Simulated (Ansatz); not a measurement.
A short molecular-dynamics run on the cluster Mg2Al (the lowest doublet isomer of a short search).

```yaml
crystal:
  periodic: [false, false, false]
  atoms:
    - {symbol: Al, position_ang: [-0.392778, 1.122934, -0.917507]}
    - {symbol: Mg, position_ang: [1.544647, 0.138741, 0.738496]}
    - {symbol: Mg, position_ang: [-1.151868, -1.261675, 0.179001]}
basis:
  gaussian: {orbitals: "6-31G*"}
magnetization: {spin_polarized: true, initial_magnetization: 1}
hamiltonian: {xc: {name: r2SCAN}, dispersion: rvv10}
md: {timestep: 2 fs, n_steps: 15, ensemble: nvt_langevin, temperature: 1500, initial_velocities: maxwell_boltzmann, friction: 0.01, seed: 262}
scf: {omitted_lower_state_checks: [starts]}
```

```sh
$ ansatz run in.yaml --threads 4 --pin off --events-out ev --progress --plain --max-ram 3916MiB
```

```json
{"step": "0", "time (fs)": "0.0", "potential energy (eV)": "-17479.4478", "kinetic (eV)": "0.3878", "T (K)": "1000"}
{"step": "1", "time (fs)": "2.0", "potential energy (eV)": "-17479.4472", "kinetic (eV)": "0.3777", "T (K)": "974"}
{"step": "2", "time (fs)": "4.0", "potential energy (eV)": "-17479.4455", "kinetic (eV)": "0.2411", "T (K)": "622"}
{"step": "3", "time (fs)": "6.0", "potential energy (eV)": "-17479.4430", "kinetic (eV)": "0.2775", "T (K)": "716"}
{"step": "4", "time (fs)": "8.0", "potential energy (eV)": "-17479.4395", "kinetic (eV)": "0.2820", "T (K)": "727"}
{"step": "5", "time (fs)": "10.0", "potential energy (eV)": "-17479.4355", "kinetic (eV)": "0.2637", "T (K)": "680"}
{"step": "6", "time (fs)": "12.0", "potential energy (eV)": "-17479.4313", "kinetic (eV)": "0.2587", "T (K)": "667"}
{"step": "7", "time (fs)": "14.0", "potential energy (eV)": "-17479.4282", "kinetic (eV)": "0.2972", "T (K)": "766"}
{"step": "8", "time (fs)": "16.0", "potential energy (eV)": "-17479.4261", "kinetic (eV)": "0.3674", "T (K)": "947"}
{"step": "9", "time (fs)": "18.0", "potential energy (eV)": "-17479.4233", "kinetic (eV)": "0.3663", "T (K)": "945"}
{"step": "10", "time (fs)": "20.0", "potential energy (eV)": "-17479.4195", "kinetic (eV)": "0.3752", "T (K)": "968"}
{"step": "11", "time (fs)": "22.0", "potential energy (eV)": "-17479.4157", "kinetic (eV)": "0.2907", "T (K)": "750"}
{"step": "12", "time (fs)": "24.0", "potential energy (eV)": "-17479.4126", "kinetic (eV)": "0.2719", "T (K)": "701"}
{"step": "13", "time (fs)": "26.0", "potential energy (eV)": "-17479.4115", "kinetic (eV)": "0.2801", "T (K)": "722"}
{"step": "14", "time (fs)": "28.0", "potential energy (eV)": "-17479.4120", "kinetic (eV)": "0.2764", "T (K)": "713"}
{"step": "15", "time (fs)": "30.0", "potential energy (eV)": "-17479.4120", "kinetic (eV)": "0.3174", "T (K)": "818"}
```

Velocities are drawn at the set temperature; a run this short doesn't reach equilibrium. Under Langevin dynamics the printed temperature counts 3N degrees of freedom, so it starts below the set value.

The 6-31G sets use Cartesian d functions.

Frames (Å, forces in eV/Å):

```xyz
3
time=0.0 fs
Al   -0.393    1.123   -0.918   -0.006    0.016   -0.013
Mg    1.545    0.139    0.738    0.014   -0.002    0.009
Mg   -1.152   -1.262    0.179   -0.008   -0.014    0.004
3
time=2.0 fs
Al   -0.381    1.121   -0.939   -0.034   -0.030    0.001
Mg    1.528    0.146    0.746    0.047    0.003    0.024
Mg   -1.147   -1.265    0.192   -0.013    0.027   -0.025
3
time=4.0 fs
Al   -0.371    1.120   -0.958   -0.053   -0.069    0.016
Mg    1.514    0.152    0.753    0.074    0.012    0.034
Mg   -1.143   -1.266    0.201   -0.021    0.057   -0.050
3
time=6.0 fs
Al   -0.361    1.121   -0.974   -0.074   -0.098    0.024
Mg    1.498    0.159    0.761    0.105    0.019    0.048
Mg   -1.138   -1.267    0.208   -0.031    0.079   -0.072
3
time=8.0 fs
Al   -0.349    1.121   -0.988   -0.099   -0.119    0.024
Mg    1.481    0.166    0.771    0.144    0.023    0.069
Mg   -1.134   -1.265    0.216   -0.044    0.095   -0.093
3
time=10.0 fs
Al   -0.336    1.120   -1.000   -0.121   -0.136    0.023
Mg    1.466    0.172    0.782    0.181    0.031    0.089
Mg   -1.127   -1.265    0.222   -0.060    0.105   -0.112
3
time=12.0 fs
Al   -0.321    1.117   -1.012   -0.135   -0.152    0.027
Mg    1.453    0.175    0.794    0.211    0.041    0.103
Mg   -1.119   -1.265    0.227   -0.077    0.111   -0.130
3
time=14.0 fs
Al   -0.304    1.115   -1.026   -0.137   -0.169    0.037
Mg    1.445    0.178    0.808    0.226    0.053    0.107
Mg   -1.113   -1.261    0.230   -0.089    0.116   -0.144
3
time=16.0 fs
Al   -0.284    1.112   -1.040   -0.139   -0.180    0.045
Mg    1.439    0.183    0.823    0.234    0.061    0.109
Mg   -1.110   -1.255    0.231   -0.095    0.119   -0.154
3
time=18.0 fs
Al   -0.260    1.108   -1.054   -0.155   -0.189    0.043
Mg    1.432    0.189    0.836    0.248    0.060    0.123
Mg   -1.108   -1.252    0.232   -0.093    0.129   -0.166
3
time=20.0 fs
Al   -0.236    1.106   -1.068   -0.176   -0.203    0.041
Mg    1.423    0.194    0.849    0.261    0.056    0.140
Mg   -1.112   -1.249    0.231   -0.085    0.147   -0.181
3
time=22.0 fs
Al   -0.214    1.104   -1.080   -0.199   -0.213    0.033
Mg    1.412    0.197    0.859    0.275    0.048    0.160
Mg   -1.120   -1.246    0.228   -0.076    0.165   -0.193
3
time=24.0 fs
Al   -0.194    1.100   -1.092   -0.216   -0.222    0.030
Mg    1.403    0.199    0.869    0.283    0.043    0.173
Mg   -1.127   -1.243    0.227   -0.067    0.179   -0.203
3
time=26.0 fs
Al   -0.177    1.093   -1.106   -0.216   -0.232    0.041
Mg    1.395    0.201    0.882    0.276    0.046    0.170
Mg   -1.134   -1.239    0.226   -0.060    0.186   -0.210
3
time=28.0 fs
Al   -0.164    1.084   -1.122   -0.204   -0.237    0.056
Mg    1.387    0.203    0.895    0.266    0.056    0.158
Mg   -1.138   -1.233    0.223   -0.063    0.181   -0.214
3
time=30.0 fs
Al   -0.149    1.076   -1.139   -0.191   -0.245    0.077
Mg    1.382    0.205    0.907    0.255    0.067    0.142
Mg   -1.142   -1.225    0.223   -0.065    0.178   -0.219
```

Hardware: 4 threads of AMD EPYC 7B13 on a shared host. Wall time 69 s.
